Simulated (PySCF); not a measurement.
The vertical singlet excitations below were computed for one of the candidates. Level of theory: PySCF, TDDFT CAM-B3LYP/def2-SVPD, vertical, gas phase, core orbitals frozen in the response. Geometries: GFN2-xTB, one conformer each.

```
state  E (eV)       f  main configurations (H = HOMO, L = LUMO)
   S1    6.99  0.0000                                 H→L (89%)
   S2    7.45   0.080                               H→L+2 (90%)
   S3    7.62   0.053                               H→L+1 (97%)
   S4    7.73  0.0000                               H→L+4 (86%)
   S5    7.84   0.026                  H→L+3 (74%), H-1→L (18%)
   S6    8.53   0.031                  H-1→L (65%), H→L+3 (19%)
   S7    8.55  0.0000                H→L+5 (78%), H-1→L+1 (16%)
   S8    8.58  0.0000                H-2→L (51%), H-1→L+2 (36%)
```

Triplets computed (Tamm–Dancoff): 6.80, 7.29, 7.37 eV.

Problem. Which structure fits? All have the formula C4H8O2.
A. `C1COCOC1`
B. `C1COCCO1`
C. `CCCC(=O)O`

Solution. B. Its S1 lies at 6.99 eV; the nearest of the others has S1 at 7.65 eV. S1 is HOMO→LUMO (89%). Löwdin shares by element: HOMO oxygen 56%, carbon 17% or more (atoms not listed hold the other 27%); LUMO carbon 44% (atoms not listed hold the other 56%). At the same level the other candidates give, for their lowest levels:
- `C1COCOC1`: 7.65 eV (f 0.000); 7.79 eV (f 0.027); 8.26 eV (f 0.000); 8.41 eV (f 0.004); 8.41 eV (f 0.112); T1 7.53 eV; HOMO -9.22, LUMO 1.35 eV
- `CCCC(=O)O`: 5.96 eV (f 0.000); 7.58 eV (f 0.059); 8.42 eV (f 0.033); 8.46 eV (f 0.003); 8.84 eV (f 0.103); T1 5.45 eV; HOMO -9.68, LUMO 1.04 eV
